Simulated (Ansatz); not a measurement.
## Zr (hcp): energy against volume

The calculation used DFT, revPBE, plane waves (420 eV) with PAW, scalar-relativistic in Ansatz 0.2.0. The PAW files were generated under PBE, with cores re-solved for the functional.

The cell is scaled uniformly from the relaxed one, with fractional coordinates and shape fixed. Energies are extrapolated to zero smearing, pressures are those at the given smearing. Magnetic state: spin not included.

A Birch-Murnaghan fit gives V₀ = 23.79 Å³/atom, B₀ = 91 GPa, B₀′ = 3.3.

(1) What are the energy above the minimum and the pressure at 20.954 Å³/atom?

(2) What are the energy above the minimum and the pressure at 22.859 Å³/atom?

(3) What are the energy above the minimum and the pressure at 24.764 Å³/atom?

Results:

(1) 114.0 meV/atom and 14.19 GPa as computed.

(2) 10.8 meV/atom and 3.94 GPa as computed.

(3) 10.7 meV/atom and -3.31 GPa as computed.
